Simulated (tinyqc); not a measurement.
Inside a calculation. Method: Hueckel theory of the pi electrons, for the molecule [CH2]C=CC=CN (SMILES; centres numbered as the heavy atoms are written). One step of it, computed by the program tinyqc.

Task: Energy, charges, bond orders. E = sum n x; q_r = z_r - P_rr; bond order p = P_rs; free valence = sqrt(3) - sum of p over the bonds of the atom.

x values: [2.017276, 1.594133, 0.834905, -0.127477, -1.068022, -1.750814]

occupations: [2.000000, 2.000000, 2.000000, 1.000000, 0.000000, 0.000000]

charge and bond-order matrix P, order 1C, 2C, 3C, 4C, 5C, 6N:
$$\begin{pmatrix}
1.078299 & 0.790274 & -0.063783 & -0.219011 & 0.031745 & 0.032338 \\
0.790274 & 1.014516 & 0.571263 & -0.032038 & -0.193141 & 0.073903 \\
-0.063783 & 0.571263 & 1.046261 & 0.597133 & -0.004661 & -0.075997 \\
-0.219011 & -0.032038 & 0.597133 & 1.073638 & 0.729477 & -0.191627 \\
0.031745 & -0.193141 & -0.004661 & 0.729477 & 0.924997 & 0.372138 \\
0.032338 & 0.073903 & -0.075997 & -0.191627 & 0.372138 & 1.862290
\end{pmatrix}$$

Centres:
```
centre  z_r, pi electrons of the neutral centre         h
1C                                            1  0.000000
2C                                            1  0.000000
3C                                            1  0.000000
4C                                            1  0.000000
5C                                            1  0.000000
6N                                            2  1.500000
```

Bonds:
```
i  j         k
1  2         1
2  3         1
3  4         1
4  5         1
5  6  0.800000
```

Give: pi energy = 7 alpha + this times beta; pi charges; Bond orders and lengths from R = 1.517 - 0.180 p; free valence of the carbons; gap between the highest filled and the next level.

Result:

pi energy = 7 alpha + this times beta = 8.7652

pi charges: 1C -0.0783, 2C -0.0145, 3C -0.0463, 4C -0.0736, 5C 0.0750, 6N 0.1377

Bond orders and lengths from R = 1.517 - 0.180 p (angstrom, C-C alone):
```
bond       p       R
1-2   0.7903  1.3748
2-3   0.5713  1.4142
3-4   0.5971  1.4095
4-5   0.7295  1.3857
5-6   0.3721       -
```

free valence of the carbons: 1C 0.9418, 2C 0.3705, 3C 0.5637, 4C 0.4054, 5C 0.6304

gap between the highest filled and the next level = 0.9405 |beta|
